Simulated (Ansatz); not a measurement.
**S2 (sulfur dimer) at U-revPBE/cc-pVTZ**

What is the vertical ionisation energy of S2 (sulfur dimer) at U-revPBE/cc-pVTZ? 

The results are computed with Ansatz 0.2.0.

18 further runs of the same task are left out: 1 that didn't finish, 17 set aside as unsound or not needed.

### 1 The molecule

S2: 2 atoms, total charge 0, spin state triplet. As SMILES, `S=S`. Geometry: the measured bond length.

Bond lengths: S1–S2 1.889 Å.

### 2 A single-point energy at U-revPBE/cc-pVTZ

Contents of input.yaml:

```yaml
crystal:
  periodic: [false, false, false]
  atoms:
    - {symbol: S, position_ang: [0.000000, 0.000000, 0.000000]}
    - {symbol: S, position_ang: [0.000000, 0.000000, 1.889200]}
basis:
  gaussian:
    orbitals: cc-pVTZ
magnetization:
  spin_polarized: true
  initial_magnetization: 2
hamiltonian:
  xc: {name: revPBE}
accuracy: high
output: {orbitals: {seedname: orbitals}}
```

The run is started by

```
$ ansatz run input.yaml --threads 1 --pin off --max-ram 3480MiB --events-out events.jsonl --progress --plain --runs-dir runs
```

The program printed:

```text
Warning: RAYON_NUM_THREADS=1 ignored (pool sized by the plan → 1); use --threads N
Functional definition: revPBE
  name "revPBE"
  parameter kappa = 1.245
  parameter beta = 0.06672455060314922
  exchange = pbe_x(kappa = kappa, mu = beta*pi^2/3)
  correlation = pbe_c(beta = beta)
939 factors; integrals over basis functions are off by at most 3.5e-9 eV
mean field evaluation 1: about -21667.0640 eV, gradient 7.9e0 eV
mean field evaluation 2: about -21667.0132 eV, gradient 9.0e0 eV
mean field evaluation 4: about -21667.4584 eV, gradient 3.4e-1 eV
mean field evaluation 8: about -21667.4541 eV, gradient 2.8e-3 eV
mean field evaluation 16: about -21667.4541 eV, gradient 1.4e-6 eV
mean field -21667.45405179 eV, -796.2642496756 hartree, gradient 5.9e-8 eV, S^2 2.004916; 0 other end points of the search recorded, 0 dependent functions left out
reference -21667.45405422 eV, -796.2642497646 hartree; 17, 15 occupied and 51, 53 virtual orbitals, 939 factors
Total energy: -21667.45405422 eV, -796.2642497646 hartree
```

Wall time 2.1 s (1 thread of Intel Xeon Platinum 8488C (Sapphire Rapids), shared host); peak memory 0.16 GiB.

### 3 The doublet cation, same level

Contents of input.yaml:

```yaml
crystal:
  periodic: [false, false, false]
  atoms:
    - {symbol: S, position_ang: [0.000000, 0.000000, 0.000000]}
    - {symbol: S, position_ang: [0.000000, 0.000000, 1.889200]}
basis:
  gaussian: {orbitals: cc-pVTZ}
total_charge: 1
magnetization: {spin_polarized: true, initial_magnetization: 1}
hamiltonian: {xc: {name: revPBE}}
accuracy: high
output: {orbitals: {seedname: orbitals}}
```

The run is started by

```
$ ansatz run input.yaml --threads 1 --pin off --max-ram 3480MiB --events-out events.jsonl --progress --plain --runs-dir runs
```

The program printed:

```text
Warning: RAYON_NUM_THREADS=1 ignored (pool sized by the plan → 1); use --threads N
[... 6 set-up lines as earlier in the session ...]
939 factors; integrals over basis functions are off by at most 3.5e-9 eV
mean field evaluation 1: about -21656.2189 eV, gradient 1.8e1 eV
mean field evaluation 2: about -21655.9655 eV, gradient 1.9e1 eV
mean field evaluation 4: about -21658.0377 eV, gradient 7.0e-1 eV
mean field evaluation 8: about -21658.0353 eV, gradient 5.9e-3 eV
mean field evaluation 16: about -21658.0353 eV, gradient 6.5e-6 eV
mean field evaluation 32: about -21658.0353 eV, gradient 2.1e-7 eV
mean field -21658.03529885 eV, -795.9181168892 hartree, gradient 2.5e-8 eV, S^2 0.752936; 2 other end points of the search recorded, 0 dependent functions left out
reference -21658.03530150 eV, -795.9181169864 hartree; 16, 15 occupied and 52, 53 virtual orbitals, 939 factors
Total energy: -21658.03530150 eV, -795.9181169864 hartree
```

It took 3.3 s on 1 thread of Intel Xeon Platinum 8488C (Sapphire Rapids), shared host; peak memory 0.16 GiB.

### 4 Results

At U-revPBE/cc-pVTZ:

```
                                          quantity          value
                          triplet S2: total energy  -796.26425 Eh
    triplet S2: HOMO energy (highest over α and β)       -5.73 eV
     triplet S2: LUMO energy (lowest over α and β)       -4.38 eV
                                  triplet S2: ⟨S²⟩          2.005
                      doublet cation: total energy  -795.91812 Eh
doublet cation: HOMO energy (highest over α and β)      -13.25 eV
 doublet cation: LUMO energy (lowest over α and β)      -13.14 eV
                              doublet cation: ⟨S²⟩          0.753
vertical ionisation energy (to the doublet cation)       9.419 eV
```

**Reading.** Removing an electron at fixed nuclei costs 9.42 eV (217 kcal/mol).
